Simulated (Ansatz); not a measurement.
Species: C3H5O (charge 0, doublet). It need not be the lowest isomer of its formula. 
Geometry from a B3LYP-D3(BJ)/def2-TZVP (Ansatz, a quantum-chemistry and plane-wave program) optimisation:
```
C
O 1 1.2321
C 1 1.4348 2 120.36
H 3 1.0811 1 118.71 2 0.01
H 3 1.0821 4 119.34 1 180.00
C 1 1.5149 2 121.37 3 -179.98
H 6 1.0873 1 109.61 2 -0.44
H 6 1.0926 7 109.47 1 121.42
H 6 1.0926 7 109.42 8 117.23
```
Charge 0, spin multiplicity 2.

Quantity: atomisation energy (electronic, to ground-state atoms), in eV. Correlated levels leave the core frozen unless marked. Open shells are spin-unrestricted. No spin-orbit coupling. Non-relativistic. The coupled-cluster limit lacks core correlation, which all-electron functionals hold. CBS(X,Y): correlation extrapolated as X^-3; Hartree-Fock from the larger set. [CCSD(T)-MP2]/basis is that difference in the basis named.

```
level                                                     program  atomisation energy (eV)
-------------------------------------------------  --------------  -----------------------
HF/cc-pVTZ                                                 Ansatz                    27.98
SVWN5/def2-TZVPD                                           Ansatz                    43.74
BLYP/def2-TZVPD                                            Ansatz                    37.87
PBE0-D3(BJ)/def2-TZVP                              Ansatz + dftd3                    38.33
BHLYP-D3(BJ)/def2-TZVPD                            Ansatz + dftd3                    36.84
LC-wPBE/def2-TZVPD                                         Ansatz                    38.08
B2PLYP-D3(BJ)/def2-TZVPD                           Ansatz + dftd3                    37.69
PBE-QIDH/def2-TZVPD                                        Ansatz                    37.71
RI-MP2/CBS(cc-pVTZ,cc-pVQZ)+[CCSD(T)-MP2]/cc-pVDZ          Ansatz                    37.93
RI-MP2/CBS(cc-pVTZ,cc-pVQZ)+[CCSD(T)-MP2]/cc-pVTZ          Ansatz                    37.87
```

The UHF reference is spin-contaminated (<S^2> 0.15 over the pure value in the largest basis).
